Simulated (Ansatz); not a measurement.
Worked example: correlation energy of HAsSi, triplet

Geometry: displaced at random from a stationary point.

```yaml
atoms:
  - { symbol: Si, position_ang: [0.0001, 0.0392, 1.7447] }
  - { symbol: As, position_ang: [-0.0007, -0.0354, -0.6419] }
  - { symbol: H, position_ang: [0.0473, 1.5421, -0.9058] }
```

Basis cc-pVDZ; Ansatz 0.2.0. Only valence electrons are correlated (noble-gas cores and the filled d shells of p-block atoms frozen), which leaves 10 electrons in 31 orbitals. R marks a restricted (for open shells ROHF) determinant, U an unrestricted one. No spin–orbit coupling is included, and no scalar relativity.

Full CI isn't at hand for all of this; UCCSDT(Q) serves as the reference, and is uncertain by the last step of the cluster series or more.

UCCSD has a T1 diagnostic of 0.025 and a largest doubles amplitude of 0.06.

Runs differ by some tens of microhartree through their thresholds and, for an open shell, their frozen cores, so steps under 0.03 kcal/mol mean nothing.

| level | total energy (hartree) |
| --- | --- |
| UHF | -2523.612462 |
| UMP2 | -2523.759472 |
| UCCSD | -2523.796959 |
| UCCSD(T) | -2523.803143 |
| UCCSDT | -2523.804538 |
| UCCSDT(Q) | -2523.804941 |

Q: What is the correlation energy at UCCSDT(Q), and what share of it do UMP2 and UCCSDT recover?

A: E(corr) = -2523.804941 − (-2523.612462) = -0.192479 hartree = -5.238 eV. UMP2: -0.147010 / -0.192479 = 76.38 %. UCCSDT: -0.192076 / -0.192479 = 99.79 %.

Q: By how many kcal/mol does UCCSD(T) miss UCCSDT(Q) (1 hartree = 627.509 kcal/mol), and which steps make up the rest?

A: -2523.803143 − (-2523.804941) = 0.001798 hartree = 1.13 kcal/mol. Steps: UCCSDT − UCCSD(T) = -0.88, UCCSDT(Q) − UCCSDT = -0.25 kcal/mol. Differences between like states or geometries often cancel part of this.
